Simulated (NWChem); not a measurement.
System: silicon monoxide (SiO, singlet); SMILES O=[Si]

Parts of the log:

```
             Northwest Computational Chemistry Package (NWChem) 7.3.0
             --------------------------------------------------------

 ORDER OF PRIMARY AXIS IS BEING SET TO 4
 C4V symmetry detected

                             Geometry "geometry" -> ""
                             -------------------------

 Output coordinates in angstroms (scale by  1.889725989 to convert to a.u.)

  No.       Tag          Charge          X              Y              Z
 ---- ---------------- ---------- -------------- -------------- --------------
    1 Si                  14.0000     0.00000000     0.00000000     0.54858239
    2 O                    8.0000     0.00000000     0.00000000    -0.96001918

 Effective nuclear repulsion energy (a.u.)      39.2866168534

      Symmetry information
      --------------------

 Group name             C4v
 Group number             18
 Group order               8
 No. of unique centers     2

                                Z-matrix (autoz)
                                --------

 Units are Angstrom for bonds and degrees for angles

      Type          Name      I     J     K     L     M      Value
      ----------- --------  ----- ----- ----- ----- ----- ----------
    1 Stretch                  1     2                       1.50860

                           NWChem Geometry Optimization
                           ----------------------------

 maximum gradient threshold         (gmax) =   0.000450
 rms gradient threshold             (grms) =   0.000300
 maximum cartesian step threshold   (xmax) =   0.001800
 rms cartesian step threshold       (xrms) =   0.001200
 fixed trust radius                (trust) =   0.300000
 source of zmatrix                         =   autoz

          -------------------
          Energy Minimization
          -------------------

 Using diagonal initial Hessian
 Scaling for Hessian diagonals: bonds = 1.00  angles = 0.25  torsions = 0.10

          --------
          Step   0

                                 NWChem DFT Module
                                 -----------------

 Summary of "ao basis" -> "ao basis" (spherical)
 ------------------------------------------------------------------------------
       Tag                 Description            Shells   Functions and Types
 ---------------- ------------------------------  ------  ---------------------
 Si                        def2-tzvp                13       37   5s5p2d1f
 O                         def2-tzvp                11       31   5s3p2d1f

      Symmetry analysis of basis
      --------------------------

        a1         24
        a2          0
        b1          6
        b2          6
        e          32

            General Information
            -------------------
          SCF calculation type: DFT
          Wavefunction type:  closed shell.
          No. of atoms     :     2
          No. of electrons :    22
           Alpha electrons :    11
            Beta electrons :    11
          Charge           :     0
          Spin multiplicity:     1
          Use of symmetry is: on ; symmetry adaption is: on
          Maximum number of iterations: 150
          AO basis - number of functions:    68
                     number of shells:    24
          Convergence on energy requested:  1.00D-06
          Convergence on density requested:  1.00D-05
          Convergence on gradient requested:  5.00D-04

              XC Information
              --------------
                         PBE0 Method XC Functional
                     Hartree-Fock (Exact) Exchange  0.250
          PerdewBurkeErnzerhof Exchange Functional  0.750
            Perdew 1991 LDA Correlation Functional  1.000 local
           PerdewBurkeErnz. Correlation Functional  1.000 non-local

             Grid Information
             ----------------
          Grid used for XC integration:  medium
          Radial quadrature: Mura-Knowles
          Angular quadrature: Lebedev.
          Tag              B.-S. Rad. Rad. Pts. Rad. Cut. Ang. Pts.
          ---              ---------- --------- --------- ---------
          Si                  1.10       88           7.0       590
          O                   0.60       49           7.0       434
          Grid pruning is: on
          Number of quadrature shells:   137
          Spatial weights used:  Erf1

           DFT-D3BJ Model
          s6 scale factor  :        1.000000000000
          s8 scale factor  :        1.217700000000
          a1 parameter     :        0.414500000000
          a2 parameter     :        4.859300000000
              vdW contrib  :       -0.000576452274

      Superposition of Atomic Density Guess
      -------------------------------------

 Sum of atomic energies:        -363.61971774

      Non-variational initial energy
      ------------------------------

 Total energy =    -363.674191
 1-e energy   =    -581.513404
 2-e energy   =     178.552596
 HOMO         =      -0.352212
 LUMO         =      -0.029606

      Symmetry analysis of molecular orbitals - initial
      -------------------------------------------------

 !! scf_movecs_sym_adapt:   12 vectors were symmetry contaminated

  Symmetry fudging

 !! scf_movecs_sym_adapt:   10 vectors were symmetry contaminated

  Numbering of irreducible representations:

     1 a1          2 a2          3 b1          4 b2          5 e

  Orbital symmetries:

     1 a1          2 a1          3 a1          4 a1          5 e
     6 e           7 a1          8 a1          9 e          10 e
    11 a1         12 e          13 e          14 a1         15 a1
    16 e          17 e          18 a1         19 b1         20 b2
    21 e

   convergence    iter        energy       DeltaE   RMS-Dens  Diis-err
 ---------------- ----- ----------------- --------- --------- ---------
 d= 0,ls=0.0,diis     1   -364.4045056949 -4.04D+02  2.77D-02  1.29D+00
 d= 0,ls=0.0,diis     2   -362.5381742376  1.87D+00  2.12D-02  1.50D+01
 d= 0,ls=0.0,diis     3   -364.5576326794 -2.02D+00  1.52D-03  8.97D-03
 d= 0,ls=0.0,diis     4   -364.5586210398 -9.88D-04  3.06D-04  1.53D-03
 d= 0,ls=0.0,diis     5   -364.5587757453 -1.55D-04  7.16D-05  7.61D-05
  Resetting Diis
 d= 0,ls=0.0,diis     6   -364.5587852721 -9.53D-06  1.12D-05  2.60D-06
 d= 0,ls=0.0,diis     7   -364.5587855158 -2.44D-07  1.53D-06  3.56D-08

         Total DFT energy =     -364.558785515778
      One electron energy =     -583.264569606735
           Coulomb energy =      208.678940507685
    Exchange-Corr. energy =      -29.259196817872
 Nuclear repulsion energy =       39.286616853418

    Dispersion correction =       -0.000576452274

 Numeric. integr. density =       22.000000416151

                  Occupations of the irreducible representations
                  ----------------------------------------------

                     irrep           alpha         beta
                     --------     --------     --------
                     a1                7.0          7.0
                     a2                0.0          0.0
                     b1                0.0          0.0
                     b2                0.0          0.0
                     e                 4.0          4.0

                       DFT Final Molecular Orbital Analysis
                       ------------------------------------

 Vector    9  Occ=2.000000D+00  E=-3.474251D-01  Symmetry=e
              MO Center=  1.9D-16, -1.0D-15, -6.9D-01, r^2= 1.1D+00
   Bfn.  Coefficient  Atom+Function         Bfn.  Coefficient  Atom+Function
  ----- ------------  ---------------      ----- ------------  ---------------
    44      0.344200  2 O  py                47      0.292627  2 O  py
    43     -0.220537  2 O  px                46     -0.187493  2 O  px
    16      0.183595  1 Si py                50      0.181994  2 O  py
    15     -0.117634  1 Si px                49     -0.116608  2 O  px
    19      0.080792  1 Si py                 7     -0.071914  1 Si py

 Vector   10  Occ=2.000000D+00  E=-3.474251D-01  Symmetry=e
              MO Center=  8.5D-14,  5.4D-14, -6.9D-01, r^2= 1.1D+00
   Bfn.  Coefficient  Atom+Function         Bfn.  Coefficient  Atom+Function
  ----- ------------  ---------------      ----- ------------  ---------------
    43      0.344200  2 O  px                46      0.292627  2 O  px
    44      0.220537  2 O  py                47      0.187493  2 O  py
    15      0.183595  1 Si px                49      0.181994  2 O  px
    16      0.117634  1 Si py                50      0.116608  2 O  py
    18      0.080792  1 Si px                 6     -0.071914  1 Si px

 Vector   11  Occ=2.000000D+00  E=-3.225323D-01  Symmetry=a1
              MO Center=  1.4D-15,  2.9D-15,  2.3D-01, r^2= 2.3D+00
   Bfn.  Coefficient  Atom+Function         Bfn.  Coefficient  Atom+Function
  ----- ------------  ---------------      ----- ------------  ---------------
     5      0.449835  1 Si s                 45     -0.326427  2 O  pz
    17      0.298621  1 Si pz                 4      0.286754  1 Si s
    48     -0.262490  2 O  pz                 3     -0.176491  1 Si s
    51     -0.176793  2 O  pz                14      0.141408  1 Si pz
     8     -0.134950  1 Si pz                20      0.077253  1 Si pz

 Vector   12  Occ=0.000000D+00  E=-7.123944D-02  Symmetry=e
              MO Center= -3.3D-16,  1.5D-15,  6.1D-01, r^2= 2.9D+00
   Bfn.  Coefficient  Atom+Function         Bfn.  Coefficient  Atom+Function
  ----- ------------  ---------------      ----- ------------  ---------------
    19      0.511487  1 Si py                16      0.418144  1 Si py
    50     -0.213198  2 O  py                44     -0.203344  2 O  py
    18     -0.199508  1 Si px                15     -0.163099  1 Si px
    47     -0.158496  2 O  py                 7     -0.129789  1 Si py
    13      0.125751  1 Si py                27      0.109577  1 Si d -1

[...]

      ----------------------
      Optimization converged
      ----------------------

  Step       Energy      Delta E   Gmax     Grms     Xrms     Xmax
  ---- ---------------- -------- -------- -------- -------- --------
@    1    -364.55878554 -2.6D-08  0.00002  0.00002  0.00007  0.00013
                                     ok       ok       ok       ok

                                Z-matrix (autoz)
                                --------

 Units are Angstrom for bonds and degrees for angles

      Type          Name      I     J     K     L     M      Value     Gradient
      ----------- --------  ----- ----- ----- ----- ----- ---------- ----------
    1 Stretch                  1     2                       1.50874   -0.00002

                         Geometry "geometry" -> "geometry"
                         ---------------------------------

 Output coordinates in angstroms (scale by  1.889725989 to convert to a.u.)

  No.       Tag          Charge          X              Y              Z
 ---- ---------------- ---------- -------------- -------------- --------------
    1 Si                  14.0000     0.00000000     0.00000000     0.54865099
    2 O                    8.0000     0.00000000     0.00000000    -0.96008778

 Effective nuclear repulsion energy (a.u.)      39.2830442150

      Symmetry information
      --------------------

 Group name             C4v
 Group number             18
 Group order               8
 No. of unique centers     2

                Final and change from initial internal coordinates
                --------------------------------------------------

                                Z-matrix (autoz)
                                --------

 Units are Angstrom for bonds and degrees for angles

      Type          Name      I     J     K     L     M      Value       Change
      ----------- --------  ----- ----- ----- ----- ----- ---------- ----------
    1 Stretch                  1     2                       1.50874    0.00014

 ==============================================================================
                                internuclear distances
 ------------------------------------------------------------------------------
       center one      |      center two      | atomic units |  angstroms
 ------------------------------------------------------------------------------
    2 O                |   1 Si               |     2.85110  |     1.50874
 ------------------------------------------------------------------------------
                         number of included internuclear distances:          1
 ==============================================================================

[second-derivative integrals and response iterations left out]

  Vibrational analysis via the FX method

  See chapter 2 in "Molecular Vibrations" by Wilson, Decius and Cross

  Vib: Default input used

 ---------------------------- Atom information ----------------------------
     atom    #        X              Y              Z            mass
 --------------------------------------------------------------------------
    Si       1  0.0000000D+00  0.0000000D+00  1.0368000D+00  2.7976930D+01
    O        2  0.0000000D+00  0.0000000D+00 -1.8143028D+00  1.5994910D+01
 --------------------------------------------------------------------------

[unprojected Hessian and modes left out]

        Vibrational analysis via the FX method
  --- with translations and rotations projected out ---
  --- via the Eckart algorithm                      ---
 Dependent rotation vector no.                    3
  found in ECKART; assuming linear geometry
 Projected Nuclear Hessian trans-rot subspace norm:1.0538D-46
                         (should be close to zero!)

[projected Hessian left out]

 Rotational Constants
 --------------------
 A=   0.000000 cm-1  (  0.000000 K)
 B=   0.727721 cm-1  (  1.047004 K)
 C=   0.727721 cm-1  (  1.047004 K)

 Temperature                      =   298.15K
 frequency scaling parameter      =   1.0000

 Linear Molecule

 Zero-Point correction to Energy  =    1.824 kcal/mol  (  0.002907 au)
 Thermal correction to Energy     =    3.312 kcal/mol  (  0.005279 au)
 Thermal correction to Enthalpy   =    3.905 kcal/mol  (  0.006222 au)

 Total Entropy                    =   50.495 cal/mol-K
   - Translational                =   37.252 cal/mol-K (mol. weight =  43.9718)
   - Rotational                   =   13.212 cal/mol-K (symmetry #  =        1)
   - Vibrational                  =    0.030 cal/mol-K

 Cv (constant volume heat capacity) =    5.126 cal/mol-K
   - Translational                  =    2.979 cal/mol-K
   - Rotational                     =    1.986 cal/mol-K
   - Vibrational                    =    0.160 cal/mol-K

[normal modes left out]

 ----------------------------------------------------------------------------
 Normal Eigenvalue ||           Projected Infra Red Intensities
  Mode   [cm**-1]  || [atomic units] [(debye/angs)**2] [(KM/mol)] [arbitrary]
 ------ ---------- || -------------- ----------------- ---------- -----------
    1        0.000 ||    0.006338           0.146         6.179       4.278
    2        0.000 ||    0.006338           0.146         6.179       4.278
    3        0.000 ||    0.000000           0.000         0.000       0.000
    4        0.000 ||    0.011086           0.256        10.807       7.482
    5        0.000 ||    0.011086           0.256        10.807       7.482
    6     1276.555 ||    0.054048           1.247        52.689      36.480
 ----------------------------------------------------------------------------
```

Level: PBE0-D3(BJ)/def2-TZVP. Low-valent species are run as closed-shell singlets; no triplet was tried in these runs.

Write an input that gives this output.

Several could match; the one computed here: the input that was run:
```
start job
memory heap 200 mb stack 900 mb global 1100 mb
geometry units angstroms
  Si     0.547322    -0.012561     0.006535
  O     -0.960775     0.022050    -0.011471
end
basis spherical
  * library def2-tzvp
end
dft
  xc pbe0
  disp vdw 4
  iterations 150
end
driver
  maxiter 120
end
task dft optimize
task dft freq
```
